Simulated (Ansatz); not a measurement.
# C3H6S3: up Jacob's ladder to CCSD(T)

One table from this session's results is given with a row withheld; the runs are named, their logs left out.

Program: Ansatz 0.2.0, Gaussian basis. Level of theory: functionals in def2-TZVPP, the program's frozen cores in correlated methods. These are calculated values, not measurements.

The runs, in order: LDA (SPW92), PBE-D4, revPBE-D4, BLYP-D4, r2SCAN-D4, B97M-V, PBE0-D4, B3LYP-D4, r2SCANh-D4, r2SCAN0-D4, HSE06-D4, BHLYP-D4, CAM-B3LYP-D4, LC-ωPBE, ωB97X-V, ωB97M-V, B2PLYP, PBE-QIDH; CCSD(T)/def2-SVP; CCSD(T)/def2-TZVPP; MP2/def2-QZVPP; extrapolation to the limit; RPA on PBE.

**Structure used throughout**

The geometry comes from an earlier relaxation with PBE0-D4 in a triple-zeta def2 set; it is a stationary point, not always the lowest conformer.

12 atoms, charge 0, spin multiplicity 1.

Atoms are counted from 1 here; the program's logs count them from 0.

Bond lengths: C1–S2 1.799 Å, C1–S6 1.799 Å, C1–H7 1.090 Å, C1–H8 1.094 Å, S2–C3 1.799 Å, C3–S4 1.799 Å, C3–H9 1.094 Å, C3–H10 1.090 Å, S4–C5 1.799 Å, C5–S6 1.799 Å, C5–H11 1.090 Å, C5–H12 1.094 Å. Angles: S2–C1–S6 116.3°, S2–C1–H7 106.4°, S2–C1–H8 109.7°, S6–C1–H7 106.4°, S6–C1–H8 109.7°, H7–C1–H8 108.0°, C1–S2–C3 98.7°, S2–C3–S4 116.3°, S2–C3–H9 109.7°, S2–C3–H10 106.4°, S4–C3–H9 109.7°, S4–C3–H10 106.4°, H9–C3–H10 108.0°, C3–S4–C5 98.7°, S4–C5–S6 116.3°, S4–C5–H11 106.4°, S4–C5–H12 109.7°, S6–C5–H11 106.4° and more.

The first run:

The input, in.yaml:

```yaml
crystal:
  periodic: [false, false, false]
  atoms:
    - {symbol: C, position_ang: [-1.362097, -0.696784, 0.380558]}
    - {symbol: S, position_ang: [-0.934818, -0.946540, -1.349486]}
    - {symbol: C, position_ang: [0.801325, -0.480179, -1.270017]}
    - {symbol: S, position_ang: [1.146320, 1.238181, -0.862378]}
    - {symbol: C, position_ang: [0.496646, 1.254502, 0.815587]}
    - {symbol: S, position_ang: [-1.275920, 0.995663, 0.985660]}
    - {symbol: H, position_ang: [-2.401332, -1.008835, 0.488291]}
    - {symbol: H, position_ang: [-0.746575, -1.345601, 1.010070]}
    - {symbol: H, position_ang: [1.328564, -1.137835, -0.573150]}
    - {symbol: H, position_ang: [1.210070, -0.647257, -2.267015]}
    - {symbol: H, position_ang: [0.701424, 2.248476, 1.214431]}
    - {symbol: H, position_ang: [1.036381, 0.526199, 1.427448]}
basis:
  gaussian: {orbitals: def2-TZVPP}
hamiltonian: {xc: lda}
output: {orbitals: {seedname: orbitals}}
```

Launch:

```bash
$ ansatz run in.yaml --threads 2 --pin off --events-out ev --progress --plain --max-ram 22528MiB --backend cuda --devices 0, --max-vram 18GiB
```

Among the steps run: LDA; PBE-D4 (GGA); revPBE-D4 (GGA); BLYP-D4 (GGA); r2SCAN-D4 (meta-GGA); B97M-V (meta-GGA); B3LYP-D4 (hybrid); r2SCANh-D4 (hybrid); r2SCAN0-D4 (hybrid); HSE06-D4 (hybrid); BHLYP-D4 (hybrid); CAM-B3LYP-D4 (range-separated); LC-ωPBE (range-separated); ωB97X-V (range-separated); ωB97M-V (range-separated); B2PLYP (double hybrid); PBE-QIDH (double hybrid).

One of the session's tables, all rows but one given; the rest of the session is left out.

It belongs to the step «Frontier levels by functional». 

| functional | HOMO (eV) | gap (eV) |
| --- | --- | --- |
| LDA (SPW92) | -5.50 | 4.51 |
| PBE-D4 | -5.37 | 4.56 |
| revPBE-D4 | -5.32 | 4.59 |
| BLYP-D4 | -5.20 | 4.51 |
| r2SCAN-D4 | -5.62 | 5.04 |
| B97M-V | -5.70 | 5.11 |
| PBE0-D4 | -6.55 | 6.70 |
| B3LYP-D4 | -6.31 | 6.22 |
| r2SCANh-D4 | -6.05 | 5.82 |
| r2SCAN0-D4 | -6.70 | 7.00 |
| HSE06-D4 | -6.15 | 5.92 |
| BHLYP-D4 | ? | ? |
| CAM-B3LYP-D4 | -7.84 | 9.09 |
| LC-ωPBE | -9.22 | 11.72 |
| ωB97X-V | -8.86 | 11.17 |
| ωB97M-V | -8.68 | 10.79 |

Q: Estimate the row for BHLYP-D4 from the others.

Worked estimate for «HOMO (eV)». Against the share of exact exchange, BLYP-D4 (0, -5.20), B3LYP-D4 (0.2, -6.31) give a slope of -5.55 per unit share; at 0.5 the line stands at -7.97.

The run gave: HOMO (eV): -7.59; gap (eV): 8.75. In «HOMO (eV)» the line misses by -0.38.
